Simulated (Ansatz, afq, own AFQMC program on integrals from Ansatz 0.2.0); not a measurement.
**Where AFQMC and coupled cluster stand for SiH$_{4}$O, triplet**

```xyz
6

Si   -0.9513    0.0000    0.0000
H    -1.4462    1.3997    0.0000
H    -1.4462   -0.6999    1.2122
H    -1.4462   -0.6999   -1.2122
H     0.8967    0.0000    0.0000
O     1.8867    0.0000    0.0000
```

Connectivity, by distances: SiH3 ··· OH.

Basis cc-pVTZ. Only valence electrons are correlated. Ansatz 0.2.0 and our own AFQMC program on the same integrals; the CISD trial comes from CCSD amplitudes, and released means the phaseless constraint is let go. Error bars are statistical, one sigma.

Determinant: UHF, the one that the program's search chose, which needn't be the lowest solution. The geometry is a point of a scan.

No full CI on the walks' own integrals is used here. The released AFQMC energy serves as the reference, which it does only where one determinant dominates, the energy is flat over the last release times and near the phaseless one (40 meV or 2 meV an electron, half that with transition metals). On small molecules, where full CI could be run and the noise was under 10 meV, such values lay within 10 meV of it in 19 cases of 20, a flattering rate, since the rule was set on those same cases; what remains of the bias isn't in the error bar.

Cautions: lower spins were not checked; the released value is read at 1.62 1/Eh, later times being too noisy (meV from the phaseless value at times in 1/Eh: -15 ± 6 at 0.24, -22 ± 5 at 0.51, -21 ± 6 at 0.99, -17 ± 9 at 1.62, -30 ± 14 at 2.40).

* T1 diagnostic: 0.0139
* weight of the determinant in the CISD state: 0.875
* ⟨S²⟩ of the determinant: 2.019
* size of the correlated space: 14 electrons in 114 orbitals

Reference: AFQMC with the constraint released, correlation energy -10.232 ± 0.009 eV.

```
        level  E − E(reference) (kJ/mol)  share of correlation (%)
           HF                987.2 ± 0.9                      0.00
          MP2                133.1 ± 0.9                     86.51
         CCSD                 29.0 ± 0.9                     97.06
      CCSD(T)                  2.7 ± 0.9                     99.72
ph-AFQMC/CISD                  1.7 ± 1.0                     99.83
```

A walk keeps the symmetry of its determinant, which the program's search chose and which needn't be the lowest solution, so a lower state of the same spin and another symmetry isn't excluded. Released energies are given only where the last usable release times agree within the noise; a slower fall can still hide under it.
